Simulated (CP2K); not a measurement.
# C2H8Si (dimethylsilane): GFN1-xTB

What is the energy difference between two shapes of C2H8Si (dimethylsilane) at GFN1-xTB? 

The results are computed with CP2K 2026.2.

2 further runs of the same task are left out: 2 set aside as unsound or not needed.

### 1 The molecule

C2H8Si: 11 atoms, total charge 0, spin state singlet. As SMILES, `C[SiH2]C`. The coordinates come from a PBE0-D4/def2-TZVP relaxation.

Bond lengths: C1–Si2 1.872 Å, Si2–C3 1.872 Å, C1–H4 1.092 Å, C1–H5 1.093 Å, C1–H6 1.093 Å, Si2–H7 1.491 Å, Si2–H8 1.491 Å, C3–H9 1.093 Å, C3–H10 1.092 Å, C3–H11 1.093 Å. Some angles: C1–Si2–C3 111.5°, C1–Si2–H7 109.5°, C1–Si2–H8 109.5°, C3–Si2–H7 109.5°, C3–Si2–H8 109.5°, Si2–C1–H4 111.0°, Si2–C1–H5 110.9°, Si2–C1–H6 110.9°, Si2–C3–H9 110.9°, Si2–C3–H10 111.0°.

### 2 Energy and gradient at GFN1-xTB

Input file qs.inp:

```
&FORCE_EVAL
 METHOD QS
 &DFT
  ! Quickstep
  &QS
   METHOD XTB
   EPS_DEFAULT 1.0E-10
   &XTB
    GFN_TYPE 1
    CHECK_ATOMIC_CHARGES F
   &END XTB
  &END QS
  ! no periodic images
  &POISSON
   PERIODIC NONE
   POISSON_SOLVER ANALYTIC
  &END POISSON
  &SCF
   SCF_GUESS ATOMIC
   EPS_SCF 1.0E-06
   MAX_SCF 80
   ADDED_MOS 8
   &DIAGONALIZATION
    ALGORITHM STANDARD
   &END DIAGONALIZATION
   &MIXING
    METHOD DIRECT_P_MIXING
    ALPHA 0.4
   &END MIXING
   &SMEAR ON
    METHOD FERMI_DIRAC
    ELECTRONIC_TEMPERATURE [K] 300
   &END SMEAR
  &END SCF
  &PRINT
   &MOMENTS
    PERIODIC F
    REFERENCE COM
    MAX_MOMENT 1
   &END MOMENTS
   &MO ON
    ENERGIES T
    OCCUPATION_NUMBERS T
    NDIGITS 6
    &EACH
     QS_SCF 0
    &END EACH
    ADD_LAST NUMERIC
   &END MO
   &HIRSHFELD OFF
   &END HIRSHFELD
  &END PRINT
 &END DFT
 &SUBSYS
  ! vacuum box
  &CELL
   ABC 16.1 15.2 15
   PERIODIC NONE
  &END CELL
  &COORD
   UNIT bohr
   C     -1.9845904     1.8277431    -1.2494869
   Si    -0.5843033    -1.2343691    -0.1655400
   C      2.5447052    -0.7413396     1.4091688
   H     -3.8093099     1.5248200    -2.1658151
   H     -0.7402057     2.7676929    -2.6036647
   H     -2.2769310     3.1084105     0.3441191
   H     -0.2643727    -2.9559096    -2.3736850
   H     -2.3528980    -2.4931157     1.6314006
   H      3.8894343     0.1421074     0.1141395
   H      3.3497285    -2.5360125     2.0359909
   H      2.3523311     0.4822581     3.0619232
  &END COORD
  &TOPOLOGY
   &CENTER_COORDINATES
   &END CENTER_COORDINATES
  &END TOPOLOGY
 &END SUBSYS
 &PRINT
  &FORCES ON
  &END FORCES
 &END PRINT
&END FORCE_EVAL

&GLOBAL
 PROJECT_NAME qs
 RUN_TYPE ENERGY_FORCE
 PRINT_LEVEL MEDIUM
&END GLOBAL
```

On the command line:

```bash
$ OMP_NUM_THREADS=1 cp2k.psmp -i qs.inp -o qs.out
```

The program printed:

```text
CP2K| version string:                                       CP2K version 2026.2
[...]
 GLOBAL| Method name                                                        CP2K
[...]
 GLOBAL| Run type                                                   ENERGY_FORCE
[...]
                             - Atoms:                                         11
[...]
                             - Spherical basis functions:                     33
[...]
 Number of electrons:                                                         20
[...]
     1 P_Mix/Diag. 0.40E+00    0.0     0.19572319       -10.3908789334 -1.04E+01
[...]
    10 DIIS/Diag.  0.38E-06    0.0     0.00000048       -10.3966380111 -4.20E-12
  *** SCF run converged in    10 steps ***
[...]
  Fermi energy:                                                -0.20651041801614
[...]
 TB_DIPOLE| Moment [Debye]          0.29245879       0.60229272       0.08298260
 TB_DIPOLE| Derivative [a.u.]       0.00000000       0.00000000       0.00000000
[...]
 ENERGY| Total FORCE_EVAL ( QS ) energy [hartree]            -10.396638011128164
 FORCES| Atomic forces [hartree/bohr]
 FORCES|   Atom     x               y               z               |f|
 FORCES|      1  6.86668173E-05 -2.30100732E-03  2.53977774E-04   2.31599968E-03
 FORCES|      2 -1.09982739E-02 -2.27052732E-02 -3.12504772E-03   2.54215929E-02
 FORCES|      3 -1.76165277E-03 -1.28433428E-03 -7.77687471E-04   2.31467770E-03
 FORCES|      4 -2.10050060E-03  4.33331728E-03 -1.59281407E-03   5.07215912E-03
 FORCES|      5 -1.70117798E-03  4.31175047E-03 -1.56302096E-03   4.89164933E-03
 FORCES|      6 -1.85619533E-03  4.37369996E-03 -1.25141474E-03   4.91332386E-03
 FORCES|      7 -1.41848290E-03  6.34160245E-03  8.53623791E-03   1.07282512E-02
 FORCES|      8  6.69429092E-03  4.53424093E-03 -7.02787994E-03   1.07127946E-02
 FORCES|      9  4.37227923E-03  8.57792648E-04  2.00962098E-03   4.88786357E-03
 FORCES|     10  4.46739212E-03  6.47528554E-04  2.25676688E-03   5.04676949E-03
 FORCES|     11  4.23365442E-03  8.90682547E-04  2.28126138E-03   4.89094047E-03
 FORCES| Sum     1.63931368E-16  1.06468653E-16  2.01661604E-16
 FORCES| Total atomic force                                       2.80849551E-16
[...]
```

Wall time 0.56 s (1 thread of Arm Neoverse N1, shared host); peak memory 0.15 GiB.

### 3 The distorted shape at the same level

Input file mol.inp:

```
&global
   project mol
   run_type ENERGY_FORCE
   print_level MEDIUM
&end global

&force_eval
   method Quickstep
   &dft
      &qs
         method XTB
         eps_default 1.0E-10
         &xtb
            gfn_type 1
            check_atomic_charges F
         &end xtb
      &end qs
      &poisson
         periodic NONE
         poisson_solver ANALYTIC
      &end poisson
      &scf
         scf_guess ATOMIC
         eps_scf 1.0E-06
         max_scf 80
         added_mos 8
         &diagonalization
            algorithm STANDARD
         &end diagonalization
         &mixing
            method DIRECT_P_MIXING
            alpha 0.4
         &end mixing
         &smear ON
            method FERMI_DIRAC
            electronic_temperature [K] 300
         &end smear
      &end scf
      ! extra output
      &print
         &moments
            periodic F
            reference COM
            max_moment 1
         &end moments
         &mo ON
            energies T
            occupation_numbers T
            ndigits 6
            &each
               qs_scf 0
            &end each
            add_last NUMERIC
         &end mo
         &hirshfeld OFF
         &end hirshfeld
      &end print
   &end dft
   &subsys
      ! vacuum box
      &cell
         abc 16.1 15.2 14.9
         periodic NONE
      &end cell
      &coord
         UNIT bohr
         C     -1.9995891     1.8622098    -1.2099709
         Si    -0.6090266    -1.2187902    -0.1483983
         C      2.5226351    -0.7559736     1.4077798
         H     -3.8737949     1.5774394    -2.1551060
         H     -0.8281895     2.7765878    -2.5177936
         H     -2.2170550     3.0806901     0.3765525
         H     -0.3255563    -2.9268966    -2.3356675
         H     -2.3454544    -2.4844664     1.6055245
         H      3.9064626     0.1487725     0.1092753
         H      3.2924717    -2.5759140     1.9928825
         H      2.3712076     0.4839664     3.0223335
      &end coord
      &topology
         &center_coordinates
         &end center_coordinates
      &end topology
   &end subsys
   &print
      &forces ON
      &end forces
   &end print
&end force_eval
```

On the command line:

```bash
$ OMP_NUM_THREADS=1 cp2k.psmp -i mol.inp > mol.out 2>&1
```

The program printed:

```text
CP2K| version string:                                       CP2K version 2026.2
[...]
 GLOBAL| Method name                                                        CP2K
[...]
 GLOBAL| Run type                                                   ENERGY_FORCE
[...]
                             - Atoms:                                         11
[...]
                             - Spherical basis functions:                     33
[...]
 Number of electrons:                                                         20
[...]
     1 P_Mix/Diag. 0.40E+00    0.0     0.19465282       -10.3883931005 -1.04E+01
[...]
    10 DIIS/Diag.  0.37E-06    0.0     0.00000045       -10.3941046337 -4.49E-12
  *** SCF run converged in    10 steps ***
[...]
  Fermi energy:                                                -0.20668200054338
[...]
 TB_DIPOLE| Moment [Debye]          0.32094463       0.59280753       0.11312129
 TB_DIPOLE| Derivative [a.u.]       0.00000000       0.00000000       0.00000000
[...]
 ENERGY| Total FORCE_EVAL ( QS ) energy [hartree]            -10.394104633735370
 FORCES| Atomic forces [hartree/bohr]
 FORCES|   Atom     x               y               z               |f|
 FORCES|      1 -2.63595342E-02 -2.90886638E-02 -1.37803282E-03   3.92794397E-02
 FORCES|      2 -1.01534261E-02 -1.79067917E-02 -6.82193823E-03   2.16860344E-02
 FORCES|      3  6.97842002E-03  2.36584370E-03 -1.40759943E-02   1.58880200E-02
 FORCES|      4  1.07251054E-02  6.15486816E-03  8.04201167E-03   1.47507369E-02
 FORCES|      5  1.80103207E-02  1.81640048E-02 -2.28058079E-02   3.42696309E-02
 FORCES|      6 -7.27077004E-03  1.57750852E-02  1.31814187E-02   2.18052105E-02
 FORCES|      7 -2.44731218E-04  3.86477142E-03  4.58851229E-03   6.00423155E-03
 FORCES|      8  2.35867470E-03  2.20439024E-03 -1.92087901E-03   3.75665528E-03
 FORCES|      9 -3.08618207E-03 -5.46628152E-03  6.78158047E-03   9.24091917E-03
 FORCES|     10  5.84489657E-03  7.65467523E-04  4.09994491E-03   7.18041118E-03
 FORCES|     11  3.19722622E-03  3.16730599E-03  1.03091843E-02   1.12487050E-02
 FORCES| Sum     3.07046055E-16  1.21430643E-16  1.96023753E-16
 FORCES| Total atomic force                                       3.83989574E-16
[...]
```

Run time: 0.57 s. Hardware: 1 thread of Arm Neoverse N1, shared host; peak memory 0.15 GiB.

### 4 Results

At GFN1-xTB:

| quantity | value |
| --- | --- |
| first shape: total energy | -10.39664 Eh |
| first shape: dipole moment (from atomic charges alone) | 0.67 D |
| first shape: HOMO energy | -11.94 eV |
| first shape: LUMO energy | -4.72 eV |
| first shape: HOMO–LUMO gap | 7.22 eV |
| first shape: dispersion energy | -7.78 kJ/mol |
| first shape: largest force on an atom | 1.307 eV/Å |
| distorted shape: total energy | -10.39410 Eh |
| distorted shape: dipole moment (from atomic charges alone) | 0.68 D |
| distorted shape: HOMO energy | -11.93 eV |
| distorted shape: LUMO energy | -4.72 eV |
| distorted shape: HOMO–LUMO gap | 7.21 eV |
| distorted shape: dispersion energy | -7.79 kJ/mol |
| distorted shape: largest force on an atom | 2.020 eV/Å |
| energy change with the atoms displaced | 0.069 eV |

In words: With the atoms displaced the energy rises by 0.07 eV (1.6 kcal/mol). The first shape isn't relaxed at this level, so the change isn't measured from a minimum. The largest force (first shape) is 1.31 eV/Å: the shape isn't a stationary point for this species at this level. The dipole (first shape) comes from point charges on the atoms alone, without atomic dipoles, so it is partial. The dipole (distorted shape) comes from point charges on the atoms alone, without atomic dipoles, so it is partial.
